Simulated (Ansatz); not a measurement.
Molecule: hydrogen chloride, HCl, charge 0, multiplicity 1. SMILES: Cl
Coordinates optimised at B3LYP-D3(BJ)/def2-TZVP (Ansatz, an electronic-structure program):
```
Cl
H 1 1.2820
```
Charge 0, spin multiplicity 1.

Wanted: enthalpy of formation at 298 K, in kcal/mol. Set-up: open shells spin-unrestricted; non-relativistic; six Cartesian d functions in 6-31G* and its kin unless marked 5d; no spin-orbit coupling. First-principles rows: single points at B3LYP-D3(BJ) geometries (Ansatz), with unscaled harmonic terms from B3LYP/6-31G* at its own minima, enthalpies of formation by atomisation with measured atoms.

| species | coefficient | E at B3LYP/6-31G* (Ansatz), Eh | E at PBE0/def2-TZVPD (Ansatz), Eh | H(298 K) - E, kcal/mol |
|---|---|---|---|---|
| Cl (HCl) | +1 | -460.79566 | -460.66591 | 6.28 |
| Cl atom | -1 | -460.13624 | -459.99797 | - |
| H atom | -1 | -0.50027 | -0.50104 | - |

The atoms take no thermal term, since their enthalpies of formation at 0 K are used: the result is the sum of coefficient times E, plus the molecule's thermal term, plus number times (enthalpy of formation minus H(298) - H(0)) over the atoms. Measured values of the atoms (G2/97 table in ASE), kcal/mol:

```tsv
atom	number	enthalpy of formation of the gas at 0 K	H(298) - H(0) of the element's standard state
Cl	1	28.59	1.10
H	1	51.63	1.01
```

Measured values: Active Thermochemical Tables 1.112 (ions: stationary electron), as tabulated in the package chemicals; they hold spin-orbit and core effects, anharmonicity.  Value to compare with, the measured value: -22.0 kcal/mol. 1 Eh = 627.5095 kcal/mol.

Compute it at each level from the table, and compare with the measured value.


- B3LYP/6-31G*: the sum of coefficient times E is -0.15915 Eh, or -99.87 kcal/mol; the thermal terms add 6.28; the atoms' measured terms add 78.11. Result: -15.5 kcal/mol. Its error against the measured value is 6.5 kcal/mol.
- PBE0/def2-TZVPD: the sum of coefficient times E is -0.16690 Eh, or -104.73 kcal/mol; the thermal terms add 6.28; the atoms' measured terms add 78.11. Result: -20.3 kcal/mol. Its error against the measured value is 1.7 kcal/mol.
